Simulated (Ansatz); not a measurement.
Basis-set extrapolation for C2H4F2O2 (`COC(O)(F)F`) (PBE0-D4/def2-TZVP geometry, frozen core, Ansatz). Multiplicity 1, RHF reference.

```json
{"": "HF", "def2-TZVPP": "-426.869715", "def2-QZVPP": "-426.888652"}
{"": "MP2 correlation", "def2-TZVPP": "-1.299510", "def2-QZVPP": "-1.408634"}
{"": "CCSD(T) correlation", "def2-TZVPP": "-1.363685", "def2-QZVPP": "not run"}
```

Energies in hartree. Use E(X) = E(∞) + A·exp(−7.88·√X) for Hartree–Fock and E(X) = E(∞) + B·X^(−2.97) for correlation, with X = 3 and 4, and add CCSD(T) minus MP2 of the smaller set to the MP2 limit.

Problem. What is the CCSD(T) energy at the basis-set limit?

Solution. HF limit: -426.888652 + (-0.018937) × 0.13774 = -426.89126. MP2 limit: -1.408634 + (-0.109124) × 0.74074 = -1.48947. Higher-order term: -1.363685 − (-1.299510) = -0.06418. Total: -428.44491 hartree, 5.76 eV below CCSD(T)/def2-TZVPP.
